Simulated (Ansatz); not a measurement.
Relaxing phosphorus (black phosphorus)

Theory: Ansatz 0.2.0, DFT, r2SCAN, plane waves (500 eV) with PAW, scalar-relativistic. (PAW data from PBE, frozen cores regenerated.)

k-point mesh 6×6×4, Fermi-Dirac smearing 0.05 eV, no spin polarisation. Cell and atoms relax.

Starting structure:

```
P
1.0
     1.65500   -5.25000    0.00000
     1.65500    5.25000    0.00000
     0.00000    0.00000    4.38000
P
4
Direct
  0.09800 0.90200 0.91000
  0.59800 0.40200 0.59000
  0.90200 0.09800 0.09000
  0.40200 0.59800 0.41000
```

Task: What cell does the relaxation end in?

Result: Cmce with a = 3.308 Å, b = 10.997 Å, c = 4.547 Å; 20.67 Å³ per atom against 19.03 at the start (8.6 %).

Task: How much energy does the relaxation gain?

Result: 25.3 meV per atom.

Path of the relaxation (the plane waves are chosen anew near the end, which can shift the energy a little):

```
step  E − E(final) (meV/atom)  V (Å³/atom)  P (GPa)  max force (eV/Å)
   0                    25.30       19.028     5.07             0.640
   1                     3.99       20.286     2.13             0.224
   2                     0.88       20.892    -0.48             0.065
   3                     0.18       20.725    -0.03             0.006
   4                     0.16       20.702     0.02             0.009
   5                     0.15       20.633     0.01             0.001
   6                     0.15       20.673     0.00             0.001
   7                     0.00       20.673     0.00             0.001
```
